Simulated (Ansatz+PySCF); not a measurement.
**doublet C₃H₂N: levels of theory in one basis**

```xyz
6

C     0.0000   -0.0014   -1.0901
C     0.0000    0.1850    0.1993
C     0.0000    0.0282    1.5252
N     0.0000   -0.0427    2.6787
H     0.0000   -1.0022   -1.5240
H     0.0000    0.8330   -1.7891
```

Basis set: cc-pVTZ (spherical functions). Left uncorrelated: 4 orbitals. Correlation on ROHF uses semicanonical orbitals with singles. Charge 0, multiplicity 2.

Computed with Ansatz (development build ahead of 0.2.0) and PySCF 2.14.0; each method stands on the lowest determinant of its kind that the runs found.

```json
{"method": "ROHF", "E − E(ROHF) (eV)": "0.00", "<S²> of the determinant": "0.75"}
{"method": "UHF", "E − E(ROHF) (eV)": "-0.68", "<S²> of the determinant": "1.33"}
{"method": "UHF-MP2", "E − E(ROHF) (eV)": "-16.23", "<S²> of the determinant": "1.33"}
{"method": "ROHF-CCSD(T)", "E − E(ROHF) (eV)": "-18.63", "<S²> of the determinant": "–"}
```

(1) What does ROHF-MP2 give on the same scale?

Results:

(1) -17.26 eV.

Caution for ROHF, ROHF-MP2, ROHF-CCSD(T): an unrestricted determinant lies well below. Caution for UHF, UHF-MP2: the unrestricted determinant is spin contaminated. Caution for ROHF-MP2, UHF-MP2: forces differ strongly between restricted and unrestricted references.
